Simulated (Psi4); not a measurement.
# OF (Oxygen monofluoride) at UHF/def2-QZVPP (sweep point 6)

Aim: the vertical doublet–quartet gap of OF (Oxygen monofluoride) at UHF/def2-QZVPP (sweep point 6), from 2 runs. 

The calculation is run with Psi4 1.11.

### 1 The system as given

OF: 2 atoms, total charge 0, spin state doublet. As SMILES, `[O]F`. The coordinates come from a GFN2-xTB relaxation.

Bond lengths: O1–F2 1.298 Å.

### 2 A single-point energy at UHF/def2-QZVPP (sweep point 6)

job.inp

```
memory 1600 mb

molecule system {
  0 2
  O      0.000000     0.000000     0.000000
  F      0.000000     0.000000     1.298450
  symmetry c1
}

set {
  basis     def2-QZVPP
  reference uhf
  puream    true
  scf_type  pk
  maxiter   150
}

e_tot, wfn = energy('scf', return_wfn=True)
```

On the command line:

```console
$ psi4 job.inp job.out -n 1
```

job.out:

```text
[...]
  Running in c1 symmetry.
[...]
  Nuclear repulsion =   29.343262480834841
[...]
  Multiplicity = 2
[...]
  Nalpha       = 9
  Nbeta        = 8
[...]
    Number of basis functions: 114
[...]
   @UHF iter   1:  -174.15435399640589   -6.36326e-01   2.87627e-03 ADIIS/DIIS
[...]
   @UHF iter  11:  -174.21075052665185   -4.10318e-07   6.79820e-07 DIIS
[...]
   @S^2 Observed:                7.608369531E-01
[...]
    Orbital Energies [Eh]
    ---------------------
    Alpha Occupied:
       1A    -26.392387     2A    -20.752267     3A     -1.762201
       4A     -1.313928     5A     -0.845841     6A     -0.800241
       7A     -0.757990     8A     -0.632105     9A     -0.566012
    Alpha Virtual:
      10A      0.203730    11A      0.338848    12A      0.356186
      13A      0.409688    14A      0.440991    15A      0.489949
      16A      0.496272    17A      0.542049    18A      1.035343
      19A      1.126624    20A      1.126921    21A      1.245370
      22A      1.275474    23A      1.465731    24A      1.489309
      25A      1.539124    26A      1.660988    27A      1.661162
[...]
  @UHF Final Energy:  -174.21075052665185
   => Energetics <=
    Nuclear Repulsion Energy =             29.3432624808348415
    One-Electron Energy =                -300.5079593849019943
    Two-Electron Energy =                  96.9539463774152921
    Total Energy =                       -174.2107505266518785
  UHF NO Occupations:
  HONO-2 :    7  A 1.9988211
  HONO-1 :    8  A 1.9973080
[...]
 Multipole Moments:
 ------------------------------------------------------------------------------------
     Multipole            Electronic (a.u.)      Nuclear  (a.u.)        Total (a.u.)
 ------------------------------------------------------------------------------------
 L = 1.  Multiply by 2.5417464519 to convert [e a0] to [Debye]
 Dipole X            :          0.0000000            0.0000000            0.0000000
 Dipole Y            :         -0.0000000            0.0000000           -0.0000000
 Dipole Z            :          0.4630084           -0.5632697           -0.1002613
 Magnitude           :                                                    0.1002613
[...]
```

It took 6.6 s on 1 thread of Intel Xeon Platinum 8259CL at 2.50GHz (Skylake/Cascade Lake), shared host; peak memory 0.55 GiB.

### 3 The quartet, same level

input.in

```
memory 1600 mb

molecule {
  0 4
  O      0.000000     0.000000     0.000000
  F      0.000000     0.000000     1.298450
  symmetry c1
}

set globals {
  basis     def2-QZVPP
  reference uhf
  puream    true
  scf_type  pk
  maxiter   150
}

E = energy("scf")
print_variables()
```

On the command line:

```console
$ psi4 -i input.in -o input.out -n 1
```

input.out:

```text
[...]
  Running in c1 symmetry.
[...]
  Nuclear repulsion =   29.343262480834841
[...]
  Multiplicity = 4
[...]
  Nalpha       = 10
  Nbeta        = 7
[...]
    Number of basis functions: 114
[...]
   @UHF iter   1:  -173.98376365060864   -4.65736e-01   2.66273e-03 ADIIS/DIIS
[...]
   @UHF iter  10:  -174.05510270706171   -5.99934e-08   5.26408e-07 DIIS
[...]
   @S^2 Observed:                3.779707009E+00
[...]
    Orbital Energies [Eh]
    ---------------------
    Alpha Occupied:
       1A    -26.325162     2A    -20.791450     3A     -1.815125
       4A     -1.416627     5A     -0.913463     6A     -0.862920
       7A     -0.862920     8A     -0.645224     9A     -0.645224
      10A     -0.374017
    Alpha Virtual:
      11A      0.319927    12A      0.327801    13A      0.327801
      14A      0.440305    15A      0.499269    16A      0.499269
      17A      0.519272    18A      1.039296    19A      1.088081
      20A      1.088081    21A      1.242465    22A      1.242465
      23A      1.412142    24A      1.461857    25A      1.461857
[...]
  @UHF Final Energy:  -174.05510270706171
   => Energetics <=
    Nuclear Repulsion Energy =             29.3432624808348415
    One-Electron Energy =                -300.6444319827508593
    Two-Electron Energy =                  97.2460667948543431
    Total Energy =                       -174.0551027070616783
  UHF NO Occupations:
  HONO-2 :    8  A 1.0000000
  HONO-1 :    9  A 1.0000000
[...]
 Multipole Moments:
 ------------------------------------------------------------------------------------
     Multipole            Electronic (a.u.)      Nuclear  (a.u.)        Total (a.u.)
 ------------------------------------------------------------------------------------
 L = 1.  Multiply by 2.5417464519 to convert [e a0] to [Debye]
 Dipole X            :         -0.0000000            0.0000000           -0.0000000
 Dipole Y            :          0.0000000            0.0000000            0.0000000
 Dipole Z            :          0.0665188           -0.5632697           -0.4967509
 Magnitude           :                                                    0.4967509
[...]
```

Wall time 6.3 s (1 thread of Intel Xeon Platinum 8259CL at 2.50GHz (Skylake/Cascade Lake), shared host); peak memory 0.55 GiB.

### 4 Results

Level: UHF/def2-QZVPP (sweep point 6).

| quantity | value |
| --- | --- |
| doublet: total energy | -174.21075 Eh |
| doublet: dipole moment | 0.25 D |
| doublet: HOMO energy (highest over α and β) | -14.40 eV |
| doublet: LUMO energy (lowest over α and β) | 2.05 eV |
| doublet: ⟨S²⟩ | 0.761 |
| quartet: total energy | -174.05510 Eh |
| quartet: dipole moment | 1.26 D |
| quartet: HOMO energy (highest over α and β) | -10.18 eV |
| quartet: LUMO energy (lowest over α and β) | 2.12 eV |
| quartet: ⟨S²⟩ | 3.780 |
| vertical energy of the quartet above the doublet | 4.235 eV |

**Reading.** At this shape the quartet lies 4.24 eV (98 kcal/mol) above the doublet.
